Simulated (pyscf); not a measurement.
Elimination: `[Cl][GeH2][GeH3]` -> `[Cl][GeH]=[GeH2]` + `[H][H]`

Gas phase, singlet surface, charge 0. Bonds broken: Ge1–H7, Ge2–H8. Bonds formed: H7–H8. Single points on ωB97X-D3(BJ)/def2-SVP structures (PySCF, gas phase).

Transition state (Å):

```xyz
8

Ge    -1.0270    -1.3117     1.0090
Ge     0.3245     0.5805     0.4882
Cl     0.7331     2.3391     1.7211
H     -0.1762     1.1836    -0.8460
H     -0.1152    -2.3848     1.6452
H     -2.3651    -1.3594     1.8022
H      0.1138    -1.4189    -0.6089
H      0.9569    -0.9709    -0.4827
```

One imaginary mode, 643i cm⁻¹; descent along it reached the two sides named.

| bond | change | reactant side (Å) | saddle | product side |
|---|---|---|---|---|
| Ge1–H7 | breaks | 1.537 | 1.983 | 3.6 |
| Ge2–H8 | breaks | 1.534 | 1.936 | 3.4 |
| H7–H8 | forms | 3.9 | 0.963 | 0.761 |

Electronic energies relative to the reactant's lowest minimum found (kcal/mol):

| level | barrier | reaction energy | reverse barrier |
|---|---|---|---|
| ωB97X-D3(BJ)/def2-TZVP | 69.5 | +47.0 | 22.5 |
| PBE/def2-TZVP | 53.0 | +35.2 | 17.8 |
| r²SCAN/def2-TZVP | 60.0 | +39.8 | 20.1 |
| B3LYP-D3(BJ)/def2-TZVP | 59.6 | +37.7 | 22.0 |
| PBE0-D3(BJ)/def2-TZVP | 61.5 | +42.7 | 18.8 |
| M06-2X/def2-TZVP | 65.0 | +42.0 | 23.0 |
| ωB97M-D3(BJ)/def2-TZVP | 66.5 | +44.2 | 22.3 |
| HF/def2-TZVP | 86.4 | +51.3 | 35.1 |

With ωB97M-D3(BJ)/def2-TZVP energies and thermal terms (ideal gas, 1 atm, RRHO with modes under 100 cm⁻¹ raised to 100, one conformer, R ln 2 for chiral ones without a mode under 150 cm⁻¹), in kcal/mol:

```csv
T (K),ΔH‡,ΔG‡,ΔH,ΔG
298,63.8,64.3,+41.2,+32.6
600,63.5,64.9,+41.9,+23.6
900,63.2,65.7,+41.7,+14.5
1200,62.8,66.6,+41.2,+5.5
```

The same reactants have a lower exit, to Cl–GeH₃ + GeH₂ [singlet] (barrier +45.2 kcal/mol at ωB97M-D3(BJ)/def2-TZVP, against +66.5 kcal/mol here). Cl–GeH=GeH₂ may be a fragile minimum: a first optimisation, from another start, lost the drawn bonds. Cl–GeH=GeH₂ lies 14.6 kcal/mol over its isomer Cl–Ge:–GeH₃ [singlet] (electronic energy, ωB97M-D3(BJ)/def2-TZVP). This is the saddle that the search found; another between the same sides may lie lower. Elements up to Kr have no core potential and no relativistic terms here.
